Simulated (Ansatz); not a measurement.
# AlNH2 (singlet): wave-function methods side by side, 6-31G

Aim: climb from Hartree-Fock through coupled cluster and multireference methods for AlNH2 (singlet) at one geometry and basis, and see what each rung misses.

The runs use Ansatz 0.2.0, Gaussian basis; 6-31G, core rule «outside noble gas», up to 6 orbitals frozen.

Plan: UHF; CCSD(T) on RHF; CCSD(T) on UHF; BCCD(T) on RHF; CISD; CCSDT(Q) on RHF; CCSDT(Q) on UHF; CISDTQ; CCSDTQ on RHF; CCSDTQ on UHF; CASSCF and MRCISD+Q, 10 electrons in 10 orbitals; CASSCF and MRCISD+Q(relaxed), 10 electrons in 10 orbitals; CASSCF and NEVPT2, 10 electrons in 10 orbitals; Full CI.

4 further runs of the same task are left out: 4 set aside as unsound or not needed.

**1. The system**

The geometry is a PBE0/def2-TZVP stationary point (not a proven minimum).

4 atoms, charge 0, spin multiplicity 1.

Atoms are counted from 1 here; the program's logs count them from 0.

Bond lengths: Al1–N2 1.810 Å, Al1–H3 1.584 Å, Al1–H4 1.584 Å. Angles: N2–Al1–H3 114.4°, N2–Al1–H4 114.4°, H3–Al1–H4 131.2°.

**2. UHF**

in.yaml reads:

```yaml
crystal:
  periodic: [false, false, false]
  atoms:
    - {symbol: Al, position_ang: [0.000000, 0.000000, 0.558698]}
    - {symbol: N, position_ang: [0.000000, 0.000000, -1.250890]}
    - {symbol: H, position_ang: [0.000000, 1.442863, 1.213515]}
    - {symbol: H, position_ang: [0.000000, -1.442863, 1.213515]}
basis:
  gaussian: {orbitals: 6-31G}
magnetization: {spin_polarized: true, initial_magnetization: 0}
hamiltonian: {xc: hf}
output: {orbitals: {seedname: orbitals}}
```

Started as:

```
> ansatz run in.yaml --threads 1 --pin off --events-out ev --progress --plain --max-ram 4096MiB --backend cpu
```

The runs that follow: CCSD(T) on RHF; CCSD(T) on UHF; BCCD(T) on RHF; CISD; CCSDT(Q) on RHF; CCSDT(Q) on UHF; CISDTQ; CCSDTQ on RHF; CCSDTQ on UHF; CASSCF and MRCISD+Q, 10 electrons in 10 orbitals; CASSCF and MRCISD+Q(relaxed), 10 electrons in 10 orbitals; CASSCF and NEVPT2, 10 electrons in 10 orbitals; Full CI.

Q: Predict the results of all the runs planned. Wanted: FCI below the RHF energy; RMP2 from FCI; RCCSD from FCI; RCCSD(T) from FCI; RCCSDT(Q) from FCI; NEVPT2 valence from FCI; MRCISD+Q valence from FCI; MRCISD+Q(relaxed) valence from FCI; T1 diagnostic.

The runs gave:

| quantity | value |
| --- | --- |
| FCI below the RHF energy | -4.0401 eV |
| RMP2 from FCI | +24.75 kcal/mol |
| RCCSD from FCI | +4.15 kcal/mol |
| RCCSD(T) from FCI | +1.44 kcal/mol |
| RCCSDT(Q) from FCI | +0.03 kcal/mol |
| NEVPT2 valence from FCI | +8.16 kcal/mol |
| MRCISD+Q valence from FCI | +1.35 kcal/mol |
| MRCISD+Q(relaxed) valence from FCI | +0.10 kcal/mol |
| levels within 1 kcal/mol (43 meV) | RCCSDT, CISDTQ, RCCSDT(Q), RCCSDTQ, MRCISD+Q(relaxed) valence |
| T1 diagnostic | 0.035 |
| effectively unpaired electrons | 0.19 |

RCCSD(T) lands +1.44 kcal/mol from the yardstick (1.5 % of the correlation energy). One determinant dominates. Of the multireference levels listed MRCISD+Q(relaxed) valence comes nearest in total energy (+0.10 kcal/mol), which doesn't show that its space is the better one. Coupled cluster took another determinant than the lowest Hartree-Fock one. These misses are within one basis, not against nature.
